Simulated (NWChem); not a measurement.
## Polarisability of diphosphorus (P$_{2}$)

```
P
P 1 1.8911
```
Charge 0, spin multiplicity 1.

Program: NWChem. The geometry was optimised at PBE0/def2-SVP, a minimum by its harmonic frequencies.

Basis set: 6-31G*. The field's frequency is 0.0773 Ha (589 nm). This basis has no diffuse functions, which lowers polarisabilities.

| method | isotropic polarisability (bohr³) | difference from CCSD linear response |
|---|---|---|
| CCSD linear response | 36.77 | 0.00 |
| PBE | 38.16 | +1.39 |
| BHandHLYP | 38.13 | +1.36 |
| B3LYP | 37.99 | +1.22 |
| HF | 39.09 | +2.32 |

The values span 2.32 bohr³, from CCSD linear response (lowest) to HF (highest). 

The correlated methods keep 10 core orbitals frozen. B3LYP has NWChem's definition, with VWN1-RPA local correlation. The Pople sets run with spherical d functions. Differences from the coupled-cluster row are differences between methods, not errors against experiment.
